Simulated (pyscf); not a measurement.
**Routes from H₂N–In(Cl)–Cl (SMILES [NH2][In]([Cl])[Cl]) + H₂ (SMILES [H][H])**

Candidate steps break at most two bonds and form at most two. Each was searched with GFN2-xTB (tblite) first. Optimised with ωB97X-D3(BJ)/def2-SVP in PySCF. Energies: ωB97M-D3(BJ)/def2-TZVP, kJ/mol, from the separated reactants, singlet surface; ΔG‡ with ideal gas, 1 atm, RRHO with modes under 100 cm⁻¹ raised to 100, one conformer, R ln 2 for chiral ones without a mode under 150 cm⁻¹.

```csv
products,type,ΔE‡,ΔE,ΔG‡ 298 K,ΔG‡ 900 K,ν‡ (cm⁻¹)
Cl–InH–Cl + NH₃,four-centre exchange,80.8,-22.4,120.5,201.5,1344i
H₂N–InH–Cl + HCl,four-centre exchange,139.4,+81.0,173.2,249.3,1200i
```

Row 1: On the product side the descent ends in an adduct with a In–N contact, 124.1 kJ/mol under the separated species and 215.8 kJ/mol under the saddle at ωB97X-D3(BJ)/def2-TZVP. Row 2: On the product side the descent ends in an adduct with a Cl–In contact, 36.5 kJ/mol under the separated species and 78.8 kJ/mol under the saddle at ωB97X-D3(BJ)/def2-TZVP. 

Plain bond fissions and candidates not yet searched are not listed, and one of them may be faster. Each barrier is that of the saddle found; lower ones may exist. Elements past Kr carry the def2 core potentials, without spin-orbit coupling.
